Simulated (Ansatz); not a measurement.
**C2H5Si (SMILES C=C[SiH2]) at UCCSD(T)/aug-cc-pVDZ**

Aim: the vertical doublet–quartet gap of C2H5Si at UCCSD(T)/aug-cc-pVDZ, from 2 runs. 

Program for the calculation: Ansatz 0.2.0.

25 further runs of the same task are left out: 25 set aside as unsound or not needed.

## Step 1: The system as given

C2H5Si: 8 atoms, total charge 0, spin state doublet. As SMILES, `C=C[SiH2]`. Geometry: relaxed at PBE0-D4/def2-TZVP.

Bond lengths: C1–C2 1.338 Å, C2–Si3 1.837 Å, C1–H4 1.086 Å, C1–H5 1.086 Å, C2–H6 1.089 Å, Si3–H7 1.487 Å, Si3–H8 1.487 Å. Angles: C1–C2–Si3 124.1°, C1–C2–H6 118.0°, Si3–C2–H6 117.8°, C2–C1–H4 121.8°, C2–C1–H5 122.0°, C2–Si3–H7 112.1°, C2–Si3–H8 113.3°, H4–C1–H5 116.2°, H7–Si3–H8 112.2°.

## Step 2: A single-point energy at UCCSD(T)/aug-cc-pVDZ

molecule.yaml

```yaml
crystal:
  periodic: [false, false, false]
  atoms:
    - {symbol: C, position_ang: [-0.408600, 0.930200, -0.877900]}
    - {symbol: C, position_ang: [-0.357700, 0.348900, 0.326600]}
    - {symbol: Si, position_ang: [0.886400, -0.913500, 0.807600]}
    - {symbol: H, position_ang: [0.266200, 0.644900, -1.679900]}
    - {symbol: H, position_ang: [-1.129000, 1.708400, -1.111700]}
    - {symbol: H, position_ang: [-1.056700, 0.689200, 1.089200]}
    - {symbol: H, position_ang: [1.531500, -1.544100, -0.375100]}
    - {symbol: H, position_ang: [0.360000, -1.921200, 1.765400]}
basis:
  gaussian:
    orbitals: aug-cc-pVDZ
magnetization:
  spin_polarized: true
  initial_magnetization: 1
correlation:
  method: ccsd_t
  frozen_orbitals: {C: 1, H: 0, Si: 5}
accuracy: high
scf:
  omitted_lower_state_checks: [cluster_reference, increment]
```

On the command line:

```
$ ansatz run molecule.yaml --threads 1 --pin off --max-ram 3480MiB --events-out events.jsonl --progress --plain --runs-dir runs
```

The log of the run (excerpt; [...] marks lines left out):

```text
Warning: RAYON_NUM_THREADS=1 ignored (pool sized by the plan → 1); use --threads N
Functional definition: HF
  name "HF"
[...]
2333 factors; integrals over basis functions are off by at most 3.9e-9 eV
[...]
mean field -10000.83331959 eV, -367.5238456865 hartree, gradient 1.6e-8 eV, S^2 0.895376; 0 other end points of the search recorded, 0 dependent functions left out
7 core orbitals not correlated: weight in the atoms' cores, before any rotation towards them, 1.000 or more for the frozen orbitals, at most 0.000 for the correlated occupied ones
reference -10000.83331959 eV, -367.5238456865 hartree; 9, 8 occupied and 102, 103 virtual orbitals, 2333 factors
second order -9.72708345 eV of doubles, -0.00000000 eV of singles
cycle   1  -10.55731235 eV  change   -8.3e-1 eV  update   9.2e-2
[...]
cycle  26  -11.11377744 eV  change    1.3e-9 eV  update  4.7e-10
perturbative correction -0.41276211 eV, -0.0151687277 hartree
Total energy: -10012.35985913 eV, -367.9474382018 hartree
Checks for a lower state left out: cluster_reference, increment
```

Run time: 2.3 min. Hardware: 1 thread of Arm Neoverse V2, shared host; peak memory 2.4 GiB.

## Step 3: The quartet

in.yaml

```yaml
crystal:
  periodic: [false, false, false]
  atoms:
    - {symbol: C, position_ang: [-0.408600, 0.930200, -0.877900]}
    - {symbol: C, position_ang: [-0.357700, 0.348900, 0.326600]}
    - {symbol: Si, position_ang: [0.886400, -0.913500, 0.807600]}
    - {symbol: H, position_ang: [0.266200, 0.644900, -1.679900]}
    - {symbol: H, position_ang: [-1.129000, 1.708400, -1.111700]}
    - {symbol: H, position_ang: [-1.056700, 0.689200, 1.089200]}
    - {symbol: H, position_ang: [1.531500, -1.544100, -0.375100]}
    - {symbol: H, position_ang: [0.360000, -1.921200, 1.765400]}
basis:
  gaussian:
    orbitals: aug-cc-pVDZ
correlation:
  method: ccsd_t
  frozen_orbitals: {C: 1, H: 0, Si: 5}
magnetization:
  spin_polarized: true
  initial_magnetization: 3
accuracy: high
scf:
  omitted_lower_state_checks: [cluster_reference, increment]
```

On the command line:

```
$ ansatz run in.yaml --threads 1 --pin off --max-ram 3480MiB --events-out events.jsonl --progress --plain --runs-dir runs
```

The log of the run (excerpt; [...] marks lines left out):

```text
Warning: RAYON_NUM_THREADS=1 ignored (pool sized by the plan → 1); use --threads N
Functional definition: HF
  name "HF"
[...]
2333 factors; integrals over basis functions are off by at most 3.9e-9 eV
[...]
mean field -9997.20166584 eV, -367.3903848730 hartree, gradient 3.1e-8 eV, S^2 3.771823; 2 other end points of the search recorded, 0 dependent functions left out
7 core orbitals not correlated: weight in the atoms' cores, before any rotation towards them, 1.000 or more for the frozen orbitals, at most 0.000 for the correlated occupied ones
reference -9997.20166584 eV, -367.3903848730 hartree; 10, 7 occupied and 101, 104 virtual orbitals, 2333 factors
second order -8.64030236 eV of doubles, -0.00000000 eV of singles
cycle   1  -9.66973840 eV  change    -1.0e0 eV  update   7.4e-2
[...]
cycle  31  -10.07385297 eV  change   4.2e-10 eV  update   1.8e-9
perturbative correction -0.27934918 eV, -0.0102658929 hartree
Total energy: -10007.55486799 eV, -367.7708580341 hartree
Checks for a lower state left out: cluster_reference, increment
```

Run time: 2.4 min. Hardware: 1 thread of Arm Neoverse V2, shared host; peak memory 2.4 GiB.

## Step 4: What came out

Level: UCCSD(T)/aug-cc-pVDZ, 7 core orbitals frozen.

| quantity | value |
| --- | --- |
| doublet: total energy | -367.94744 Eh |
| doublet: correlation energy (7 core orbitals frozen) | -423.6 mEh |
| doublet: (T) correction | -15.17 mEh |
| doublet: ⟨S²⟩ of the reference determinant | 0.895 |
| doublet: T1 diagnostic | 0.031 |
| quartet: total energy | -367.77086 Eh |
| quartet: correlation energy (7 core orbitals frozen) | -380.5 mEh |
| quartet: (T) correction | -10.27 mEh |
| quartet: ⟨S²⟩ of the reference determinant | 3.772 |
| quartet: T1 diagnostic | 0.014 |
| vertical energy of the quartet above the doublet | 4.805 eV |

**Reading.** At this shape the quartet lies 4.80 eV (111 kcal/mol) above the doublet. ⟨S²⟩ (doublet) is 0.90 where a pure doublet has 0.75: the reference is spin-contaminated. The triples (doublet) make up 3.6 % of the correlation energy. The triples (quartet) make up 2.7 % of the correlation energy.
